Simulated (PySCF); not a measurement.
Some computed properties have been withheld. Give your best values.

Compound: 1,4-cyclohexadiene, C₆H₈.
SMILES: `C1=CCC=CC1`

| property | level | value |
| --- | --- | --- |
| point group of the GFN2-xTB geometry | GFN2-xTB | ? |
| rotational constants A, B, C of the GFN2-xTB geometry | GFN2-xTB | ? |
| dipole moment | B3LYP/def2-SVPD | ? |
| HOMO energy | B3LYP/def2-SVPD | -6.50 eV |
| LUMO energy | B3LYP/def2-SVPD | ? |
| lowest singlet excitation | TDDFT B3LYP/def2-SVPD | 5.76 eV (215 nm, f = 0.000) |
| strongest line among the 8 lowest singlet transitions | TDDFT B3LYP/def2-SVPD | S3 at 6.45 eV (192 nm, f = 0.016) |
| lowest triplet excitation (Tamm–Dancoff) | TDA B3LYP/def2-SVPD | 4.38 eV |
| static isotropic polarisability | B3LYP/def2-SVPD | 67.3 au |
| electronic spatial extent ⟨r²⟩ about the centre of nuclear charge | B3LYP/def2-SVPD | 513 bohr² |
| 13C chemical shifts (computed TMS as zero) by class | GIAO PBE0/pcSseg-1 | ? |
| 1H chemical shifts (computed TMS as zero) by class | GIAO PBE0/pcSseg-1 | ? |

The electronic properties come from PySCF, for the isolated species, density fitting.

Question: The point group of the GFN2-xTB geometry?

Answer: D2h.

Question: What is the dipole moment?

Answer: 0.00 D.

Question: What are the 1H chemical shifts (computed TMS as zero) by class?

Answer: 5.95 (4 H), 2.88 (4 H) ppm.

Question: Give the LUMO energy.

Answer: 0.12 eV.

Question: What are the rotational constants A, B, C of the GFN2-xTB geometry?

Answer: 5.236, 4.956, 2.628 GHz.

Question: The 13C chemical shifts (computed TMS as zero) by class?

Answer: 131.3 (4 C), 30.5 (2 C) ppm.

The vertical singlet–triplet gap S1 − T1 is 1.38 eV (TDDFT singlet less Tamm–Dancoff triplet; S1: HOMO→LUMO, weight 0.97; T1: HOMO→LUMO, weight 0.79). With B = h/(8π²I), that is 505.379 GHz u Å² over I, the principal moments of inertia are 96.5, 102.0 and 192.3 u Å² (most abundant isotopes); the inertial defect Ic − Ia − Ib is -6.2 u Å² (zero for a rigid planar frame, negative otherwise). No computed singlet falls in the visible range (750 to 380 nm, 1.65 to 3.26 eV); S1 lies 2.50 eV above its blue end. The rotational constants make it an asymmetric top with κ = (2B − A − C)/(A − C) = 0.79, nearer the oblate limit (+1). Point group D2h forbids a permanent dipole, so the rigid molecule has no electric-dipole pure rotational spectrum.
